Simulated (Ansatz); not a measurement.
**Property card for K**

Computed with Ansatz, DFT r2SCAN, scalar-relativistic, plane waves, PAW.

Plane waves to 500 eV, a k mesh through Γ of 12×12×12 on the computed 1-atom cell and Gaussian smearing (0.10 eV); no spin polarisation.

The structure is relaxed at this level of theory with its symmetry kept.

It takes space group Im-3m (No. 229, cubic). Conventional cell: a = 5.339 Å, b = 5.339 Å, c = 5.339 Å, α = 90.00°, β = 90.00°, γ = 90.00°.

```json
{
  "Volume per atom": "513.4 bohr³",
  "Formation energy from the elements' standard states (uncorrected)": "+0.002 eV/atom",
  "Generalised Kohn–Sham band gap": "none (metal)",
  "Density of states at the Fermi level": "0.74 states/eV per cell",
  "Löwdin character within 0.5 eV of the Fermi level": "K 4s 81 %, unprojected 19 %",
  "Bulk modulus": "3.4 GPa",
  "Its pressure derivative": "3.7"
}
```

Cost: 6 runs of about 1.6 core-minutes in all, on Arm Neoverse V2 (shared hosts).